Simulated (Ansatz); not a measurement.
`C[C@@H](F)[C@H](F)Cl` + H₂ → `FCC(F)Cl` + CH₄  (hydrogenolysis of a C–C bond)

Program: Ansatz. Geometries: PBE0-D4/def2-TZVP. ΔE: electronic, gas phase. CBS: MP2 limit from def2 TZ/QZ plus the TZ coupled-cluster correction, frozen cores. This one scheme is used for every species. DFT in def2-TZVPP. B3LYP here is the variant with VWN-RPA as its local correlation; programs differ in this. Each species was taken in one conformer, which may not be the lowest.

`C[C@@H](F)[C@H](F)Cl`:

Z-matrix (Å, degrees):
```
C
C 1 1.505
H 1 1.092 2 110.7
H 1 1.089 2 110.9 3 -121.0
H 1 1.090 2 109.0 3 119.2
F 2 1.386 1 108.9 3 -63.8
C 2 1.517 1 114.2 3 54.1
H 2 1.095 1 111.9 3 177.5
F 7 1.355 2 109.7 1 -178.6
Cl 7 1.774 2 110.5 1 61.5
H 7 1.092 2 111.8 1 -58.1
```

H₂:

Cartesian coordinates in Å:
```
H -0.079 0.242 0.273
H 0.079 -0.242 -0.273
```

`FCC(F)Cl`:

Cartesian coordinates in Å:
```
F 1.492 -0.031 1.039
C 0.156 -0.174 0.752
C -0.069 0.135 -0.706
F 0.197 1.439 -0.957
Cl -1.763 -0.212 -1.099
H -0.146 -1.202 0.963
H -0.420 0.522 1.368
H 0.554 -0.477 -1.360
```

CH₄:

Z-matrix (Å, degrees):
```
C
H 1 1.090
H 1 1.090 2 109.5
H 1 1.090 2 109.5 3 -120.0
H 1 1.090 2 109.5 3 120.0
```

CCSD(T)/CBS gives -11.7 kcal/mol.

Another level gave -12.4 kcal/mol. Which?
A. MP2/def2-TZVPP
B. B3LYP/def2-TZVPP
C. CAM-B3LYP/def2-TZVPP
D. r2SCAN0-D4/def2-TZVPP

D. r2SCAN0-D4 -12.4, CAM-B3LYP -14.2, MP2/def2-TZVPP -11.4, B3LYP -15.3 kcal/mol.

Largest T1 diagnostic among the species: 0.011.

In def2-TZVPP, CCSD(T) changes the Hartree–Fock value by +5.2 kcal/mol (the triples alone add +1.0 kcal/mol) and MP2 by +5.9 kcal/mol. Leaving LDA and LC-ωPBE aside and taking each functional with its dispersion term where it has one, the values, not all of them listed here, spread over 2.9 kcal/mol, from B2PLYP to revPBE-D4. LDA lies +3.5 kcal/mol from PBE without D4. The D4 term adds +2.3 kcal/mol with B3LYP and +1.2 kcal/mol with PBE0; it sums over pairs of atoms, weighted by their polarisabilities, and B3LYP, whose exchange is more repulsive, gets the larger term.

CCSD(T)/CBS has its own doubt, a few kJ/mol and more with outer-core shells, so smaller differences from it don't rank the levels.
